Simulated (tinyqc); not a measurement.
Inside a calculation. Method: extended Hueckel theory, for LiH. One step of it, computed by the program tinyqc.

Problem. Mulliken analysis. P = C n C^T; charge = valence electrons (Li 1, H 1) minus the sum of (P S)_ii on the atom; overlap population = 2 sum P_ij S_ij between two atoms.

coefficients:
```
              MO1        MO2        MO3       MO4        MO5
1Li 2s   0.088998   0.873433   0.000000  0.000000   0.676987
1Li 2px  0.000000   0.000000  -0.454468  0.890763   0.000000
1Li 2py  0.000000   0.000000   0.890763  0.454468   0.000000
1Li 2pz  0.069060  -0.493251   0.000000  0.000000   1.067484
2H 1s    0.928595  -0.125245   0.000000  0.000000  -0.859495
```

occupations: 2.000000  0.000000  0.000000  0.000000  0.000000

overlap S, lower triangle:
```
           1Li 2s   1Li 2px   1Li 2py   1Li 2pz     2H 1s
1Li 2s   1.000000
1Li 2px  0.000000  1.000000
1Li 2py  0.000000  0.000000  1.000000
1Li 2pz  0.000000  0.000000  0.000000  1.000000
2H 1s    0.376455  0.000000  0.000000  0.489632  1.000000
```

Give: charges; Overlap populations.

Solution.

charges: 1Li 0.8496, 2H -0.8496

Overlap populations:

| pair | value |
|---|---|
| 2-1 | 0.250044 |
